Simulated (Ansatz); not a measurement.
Program: Ansatz 0.2.0.

A structure relaxed at PBE0-D4/def2-TZVP, charge 0, multiplicity 1:

Cartesian coordinates in Å:
```
C 0.081 1.055 1.684
S 0.873 0.988 0.067
C 0.206 -0.553 -0.490
F 0.665 -1.620 0.212
C -0.196 -0.771 -1.868
O -1.138 -0.648 -0.788
H 0.390 1.997 2.137
H 0.414 0.230 2.313
H -1.003 1.045 1.579
H -0.192 0.052 -2.576
H -0.098 -1.775 -2.270
```

Problem. Give its formula and SMILES.

Solution. C3H5FOS, `CSC1(F)CO1`.

Problem. Summarise the bond lengths by kind.

Solution. 2 × C–S 1.769 to 1.802 Å; 5 × C–H 1.086 to 1.090 Å; 1 × C–F 1.357 Å; 1 × C–C 1.452 Å; 2 × C–O 1.380 to 1.438 Å.
